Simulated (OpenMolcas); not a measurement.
# UBMK/def2-SVPD run of doublet C2H4S−

We compute energy and forces of doublet C2H4S−. 

Program for the calculation: OpenMolcas 26.06.

8 further runs of the same task are left out: 8 set aside as unsound or not needed.

### Step 1. The molecule

The species is C2H4S− (7 atoms), meant as a doublet with charge -1. SMILES of the parent species: `C1CS1`. Geometry: relaxed at GFN2-xTB. That shape belongs to the parent species and isn't relaxed for this state.

Bond lengths: C1–C2 1.480 Å, C1–S3 1.799 Å, C2–S3 1.799 Å, C1–H4 1.081 Å, C1–H5 1.082 Å, C2–H6 1.081 Å, C2–H7 1.082 Å. Some angles: C1–C2–S3 65.7°, C2–C1–S3 65.7°, C1–S3–C2 48.6°, C1–C2–H6 118.7°, C1–C2–H7 118.7°, S3–C2–H6 115.0°, S3–C2–H7 115.0°, C2–C1–H4 118.7°, C2–C1–H5 118.7°, S3–C1–H4 115.0°.

### Step 2. Energy and forces at UBMK/def2-SVPD

input.xyz

```xyz
7

C     -0.512180     0.127860    -0.524880
C      0.605560    -0.031870     0.431850
S     -0.892410    -0.917600     0.889240
H     -0.461610    -0.387490    -1.474180
H     -1.042080     1.070240    -0.552800
H      0.861050     0.798190     1.076300
H      1.441670    -0.659330     0.154460
```

job.inp

```
&gateway
  baslib = $CurrDir
  coord = input.xyz
  basis = def2-SVPD
  group = NoSym

&seward

&scf
  uhf
  charge = -1
  spin = 2
  ksdft = 2
  1.0 HYB_MGGA_X_BMK
  1.0 GGA_C_BMK
  thresholds = 1e-09 1e-06 1e-06 1e-05
  prorbitals = 0

&alaska
```

The basis set def2-SVPD is read from a file made from the Basis Set Exchange's data (not shown).

Run with:

```
$ export MOLCAS_MEM=1860
$ pymolcas job.inp > job.log
```

**Question.** What will come out? Wanted: total energy; HOMO energy; LUMO energy; ⟨S²⟩.

Computed results:

At UBMK/def2-SVPD:

```
                          quantity          value
                      total energy  -476.36321 Eh
HOMO energy (highest over α and β)        2.77 eV
 LUMO energy (lowest over α and β)        5.02 eV
                              ⟨S²⟩          0.752
```

**Reading.** This program's gradients are faulty for this kind of reference, so any forces in the log can't be trusted; the energy can. Mulliken charges run from -1.02 on S3 to +0.33 on C1; in a basis this large or diffuse they mean little. The HOMO lies at positive energy, 2.77 eV; only total energies tell whether the electron is bound.
